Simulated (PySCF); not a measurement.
Species: C5H11Cl.
Z-matrix (Å and degrees, PBE0-D3(BJ)/def2-TZVP geometry), rows numbered from 1:
```
C 
C   1  1.5185
C   2  1.5196  1  112.82
C   3  1.5178  2  112.97  1  -179.83
C   4  1.5104  3  114.35  2   179.67
Cl  5  1.7906  4  112.23  3   -65.85
H   1  1.0936  2  111.09  3   -60.34
H   1  1.0921  2  111.61  3   179.43
H   1  1.0933  2  111.02  3    59.17
H   2  1.0960  1  109.63  3  -121.74
H   2  1.0963  1  109.66  3   122.24
H   3  1.0949  2  109.46  1   -57.85
H   3  1.0974  2  109.44  1    58.16
H   4  1.0977  3  109.57  2   -60.29
H   4  1.0948  3  110.09  2    56.45
H   5  1.0890  4  111.61  3   175.35
H   5  1.0905  4  111.62  3    53.19
```

Computed at PBE0/pcSseg-2 (PySCF, non-relativistic), with Q(35Cl) = −0.0817 b: Cl6, 35Cl (I = 3/2): χzz = -71.42 MHz, η = 0.019.

Problem. Find the zero-field quadrupole resonance frequencies of 35Cl at Cl6.

Solution. From ν = (|χ|/2)√(1 + η²/3): ν = 35.71 MHz (alkyl chlorine). For 37Cl the ratio of quadrupole moments, 0.7881, gives 28.15 MHz.

Problem. Apply the simplest Townes–Dailey estimate (no s hybridisation, no π bonding), ionic character = 1 − χzz/χ0, where χ0 is the coupling for one missing p electron along the bond: −109.74 MHz for 35Cl.

Solution. Cl6 on C5: 1 − (-71.42)/(-109.74) = 0.35. In this model a purely covalent bond gives χ0 and a free halide ion gives zero; s hybridisation or π bonding, where present, is counted here as ionic character.

In a crystal, neighbours and librations shift these lines. One conformer (not necessarily the lowest) at the PBE0-D3(BJ)/def2-TZVP geometry, without solvent, vibrations or thermal averaging.

The run behind these numbers computed NMR shieldings as well. On Arm Neoverse V1, one thread, shared host with 64 logical CPUs at a one-minute load of 32, this took 78 s and 1.8 GiB of memory at its peak.
